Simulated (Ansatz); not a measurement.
Geometry optimisation, RKS B3LYP-D4/6-31G* in Ansatz.

input.yaml

```yaml
crystal:
  periodic: [false, false, false]
  atoms:
    - { symbol: Al, position_ang: [0.030042, 0.407279, -0.056384] }
    - { symbol: Cl, position_ang: [-0.135547, 0.545079, 2.140903] }
    - { symbol: H, position_ang: [1.480928, 0.566675, -0.647741] }
    - { symbol: H, position_ang: [-1.342532, 0.42345, -0.828905] }
    - { symbol: "N", position_ang: [0.097123, -2.517906, 0.957278] }
    - { symbol: H, position_ang: [-0.543586, -3.291483, 0.793917] }
    - { symbol: H, position_ang: [1.015023, -2.906062, 1.162662] }
    - { symbol: H, position_ang: [-0.214251, -2.009532, 1.807171] }
basis:
  gaussian: { orbitals: "6-31G*" }
hamiltonian:
  xc: b3lyp
  dispersion: d4
relax:
  f_tol: 0.03
  max_steps: 50
```

Command:

```bash
$ ansatz run input.yaml --threads 1 --pin off --max-ram 2048MiB --backend cpu --events-out ev --progress --plain --runs-dir out
```

Q: Where does it end, and by what steps?

A: The forces met the threshold. The force dipped under the threshold on the way, but the program's further checks kept it going. After 18 steps the energy has fallen by 1.031 eV; H6 moved furthest, 0.98 Å. Joined: Al1–N5 (3.10 → 2.06 Å).

```
step  energy less start (eV)  largest force component (eV/Å)  accepted
   0                  0.0000                           1.040       yes
   1                 -0.2862                           0.663       yes
   2                 -0.6531                           0.802       yes
   3                 -0.9304                           0.667       yes
   4                 -0.9530                           1.263       yes
   5                 -1.0160                           0.196       yes
   6                 -1.0184                           0.109       yes
   7                 -1.0208                           0.074       yes
   8                 -1.0228                           0.064       yes
   9                 -1.0116                           0.618        no
  10                 -1.0248                           0.049       yes
  11                 -1.0248                           0.187       yes
  12                 -1.0268                           0.121       yes
  13                 -1.0288                           0.008       yes
  14                 -1.0291                           0.166       yes
  15                 -1.0301                           0.047       yes
  16                 -1.0305                           0.003       yes
  17                 -1.0308                           0.039       yes
  18                 -1.0308                           0.019       yes
```

```xyz
8
Properties=species:S:1:pos:R:3
Al 0.011 -0.124 0.231
Cl 0.209 0.782 2.193
H 1.321 -0.056 -0.669
H -1.446 -0.042 -0.402
N 0.065 -2.078 0.892
H -0.036 -2.766 0.143
H 0.948 -2.263 1.372
H -0.684 -2.236 1.568
```

Whether the end is a true minimum wasn't checked by a vibrational analysis.

The run took 26 s on 1 thread of Intel(R) Xeon(R) 6975P-C (Granite Rapids), with other jobs on the host, peak memory 0.15 GiB.
